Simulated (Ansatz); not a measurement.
Cartesian coordinates (Å):
SMILES: [CH3]
```xyz
4

C      0.0000     0.0000     0.0011
H      1.0645    -0.1835    -0.0031
H     -0.6912    -0.8301     0.0006
H     -0.3733     1.0137     0.0013
```
Charge 0, spin multiplicity 2.

Level of theory: frozen-core CCSD(T)/cc-pVTZ // PBE0-D3(BJ)/def2-TZVP (Ansatz, a quantum-chemistry and plane-wave program).

| Property | Result |
|---|---|
| HF energy | -39.57743 Ha |
| MP2 correlation energy | -0.15819 Ha |

Q: Estimate the CCSD correlation energy, the (T) correction, the total energy and the T1 diagnostic.

A: 
The CCSD correlation energy is -0.17882 Ha. The (T) correction comes out as -0.00473 Ha, the CCSD(T) total energy comes out as -39.76097 Ha and the T1 diagnostic is 0.008.
